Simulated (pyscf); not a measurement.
# Routes from HO–AsH–OH + H₂

Candidate steps break at most two bonds and form at most two. Each was searched with GFN2-xTB (tblite) first. Optimised with ωB97X-D3(BJ)/def2-SVP in PySCF. Energies: ωB97M-D3(BJ)/def2-TZVP, kcal/mol, from the separated reactants, singlet surface; ΔG‡ with ideal gas, 1 atm, RRHO with modes under 100 cm⁻¹ raised to 100, one conformer, R ln 2 for chiral ones without a mode under 150 cm⁻¹.

| products | type | ΔE‡ | ΔE | ΔG‡ 298 K | ΔG‡ 900 K | ν‡ (cm⁻¹) |
|---|---|---|---|---|---|---|
| HO–AsH₂ + H₂O | four-centre exchange | 49.0 | 0.0 | 58.8 | 78.5 | 987i |
| HO–AsH–OH + H₂ | four-centre exchange | 68.1 | 0.0 | 73.6 | 90.1 | 2744i |

Plain bond fissions and candidates not yet searched are not listed, and one of them may be faster. Each barrier is that of the saddle found; lower ones may exist. Elements up to Kr have no core potential and no relativistic terms here.
